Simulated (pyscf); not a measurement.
Concerted two-bond exchange: H₂As–AsH₂ + SiH₂ [singlet] -> H₂Si=AsH + AsH₃

Gas phase, singlet surface, charge 0. Bonds broken: As1–As2, As1–H3. Bonds formed: As1–Si7, As2–H3. Optimised with ωB97X-D3(BJ)/def2-SVP in PySCF.

Transition state (Å):

```xyz
9

As    -1.0450     0.8262    -0.5374
As     1.4947     0.0351    -0.9671
H      0.1193    -0.0867     0.1963
H     -1.4940    -0.4252    -1.2663
H      1.8552    -1.0717     0.0205
H      2.0552     1.1160    -0.0614
Si    -2.2556     0.4960     1.4858
H     -1.7386    -0.8604     1.9253
H     -1.3707     1.3903     2.3333
```

One imaginary mode, 628i cm⁻¹; descent along it reached the two sides named, in the forms told below.

```tsv
bond	change	reactant side (Å)	saddle	product side
As1–As2	breaks	2.444	2.7	3.6
As1–H3	breaks	1.587	1.651	3.7
As1–Si7	forms	2.7	2.381	2.150
As2–H3	forms	2.8	1.806	1.518
```

Electronic energies relative to the separated reactants (kcal/mol):

```tsv
level	barrier	reaction energy	reverse barrier
ωB97X-D3(BJ)/def2-TZVP	8.4	-25.9	34.3
PBE/def2-TZVP	-2.5	-28.9	26.4
r²SCAN/def2-TZVP	-1.1	-31.1	30.1
B3LYP-D3(BJ)/def2-TZVP	5.1	-25.8	31.0
PBE0-D3(BJ)/def2-TZVP	1.1	-27.9	29.0
M06-2X/def2-TZVP	8.9	-24.9	33.8
ωB97M-D3(BJ)/def2-TZVP	12.4	-24.0	36.4
HF/def2-TZVP	31.8	-21.5	53.3
```

With ωB97M-D3(BJ)/def2-TZVP energies and thermal terms (ideal gas, 1 atm, RRHO with modes under 100 cm⁻¹ raised to 100, one conformer, R ln 2 for chiral ones without a mode under 150 cm⁻¹), in kcal/mol:

```
T (K)   ΔH‡   ΔG‡     ΔH     ΔG
-----  ----  ----  -----  -----
298    12.8  23.4  -22.9  -22.4
600    13.2  34.0  -23.1  -21.7
900    13.8  44.2  -23.3  -20.9
1200   14.5  54.2  -23.4  -20.1
```

On the reactant side the descent ends in an adduct with a As–Si contact, 13.6 kcal/mol under the separated species and 22.0 kcal/mol under the saddle at ωB97X-D3(BJ)/def2-TZVP. At PBE, r²SCAN the saddle lies under the separated reactants, which points to a path from their complex (located at ωB97X-D3(BJ) alone). What is counted as formed (As–Si) is already present as a longer contact in the reactant adduct; forming that adduct is a step of its own. The same reactants have a lower exit, to H₃Si–AsH–AsH₂ (barrier -5.7 kcal/mol at ωB97M-D3(BJ)/def2-TZVP, against +12.4 kcal/mol here). This is the saddle that the search found; another between the same sides may lie lower. Elements up to Kr have no core potential and no relativistic terms here.
